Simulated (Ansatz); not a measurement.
Iron, bcc: convergence with the k-point mesh

Computed with Ansatz, r²SCAN, scalar-relativistic PAW, on the relaxed cell (a = 2.869 Å; ferromagnetic, net 2.65 μB per atom). Errors count from a run at 500 eV on a Γ-centred 25×25×25 mesh with Fermi-Dirac smearing of 0.05 eV, extrapolated to zero width. Fixed here: cutoff 500 eV, Fermi-Dirac width 0.05 eV.

| k-mesh | E(σ→0) error (meV/atom) | P (GPa) | sphere moment (μB) | SCF iterations |
| --- | --- | --- | --- | --- |
| 2×2×2 | 1191.1 | 18.80 | 3.28 | 14 |
| 4×4×4 | 23.3 | -0.53 | 2.79 | 13 |
| 5×5×5 | 14.2 | 6.44 | 3.00 | 12 |
| 9×9×9 | -1.1 | -2.91 | 2.74 | 13 |
| 12×12×12 | 4.8 | 0.81 | 2.84 | 17 |
| 16×16×16 | 1.9 | -1.06 | 2.79 | 15 |
| 22×22×22 | -0.2 | -0.23 | 2.82 | 14 |

**Question.** What does the run at 7×7×7 give (k-mesh)?

**Answer.** E(σ→0) error (meV/atom): 13.3; P (GPa): -4.46; sphere moment (μB): 2.69; SCF iterations: 13.

Within 5 meV/atom of the last row: from 16×16×16 on.
